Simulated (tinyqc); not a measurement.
A ladder of methods, and size consistency: correlation methods against full CI in the sto-6g basis, for H2O, spin multiplicity 1. Computed by the program tinyqc with PySCF. 

Geometry (angstrom):
```
atom,x,y,z
O,0.0000,0.0000,0.0000
H,0.0000,0.8820,0.5910
H,0.0000,-0.8820,0.5910
```

RHF energy of one = -75.662409 hartree

All electrons correlated; +Q is the Davidson correction (1 - c0^2) E_corr. The last columns treat two copies 100 angstrom apart as one system. FCI is the lowest singlet.

Correlation energies (hartree):
```
method,E_corr of one,share of FCI (%),E_corr of two at 100 angstrom,two minus twice one (mhartree)
MP2,-0.044182,69.1301,-0.088364,0.0000
CISD,-0.062515,97.8153,-0.120501,4.5296
CISD+Q,-0.064963,101.6452,-0.128897,1.0287
CCSD,-0.063693,99.6582,-0.127386,0.0000
CCSD(T),-0.063811,99.8425,-0.127621,0.0000
FCI,-0.063911,100.0000,-,-
```

MP2 recovers 69 %, CISD 97.8 % and CCSD 99.7 % of the FCI value (c0^2 = 0.961 in CISD). MP2 and coupled cluster are size consistent, so their last column vanishes; CISD loses 4.53 mhartree, since a double excitation on each copy is a quadruple of the pair, and the Davidson correction leaves +1.03.
